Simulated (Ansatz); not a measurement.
Europium, bcc: convergence with the k-point mesh

Computed with Ansatz, PBE, scalar-relativistic PAW, on the relaxed cell (a = 4.388 Å; ferromagnetic, net 7.27 μB per atom). Errors count from a run at 420 eV on a Γ-centred 13×13×13 mesh with Fermi-Dirac smearing of 0.05 eV, extrapolated to zero width. Fixed here: cutoff 420 eV, Fermi-Dirac width 0.05 eV.

```tsv
k-mesh	E(σ→0) error (meV/atom)	P (GPa)	sphere moment (μB)	SCF iterations
2×2×2	-593.1	-8.22	6.80	23
3×3×3	61.2	0.00	7.39	17
4×4×4	2.4	0.54	7.04	15
5×5×5	-12.6	-0.19	6.98	19
6×6×6	0.8	-0.09	7.09	20
8×8×8	-1.6	-0.04	7.01	16
11×11×11	1.0	-0.01	7.01	19
15×15×15	0.8	-0.04	7.02	20
```

Within 5 meV/atom of the last row: from 6×6×6 on.
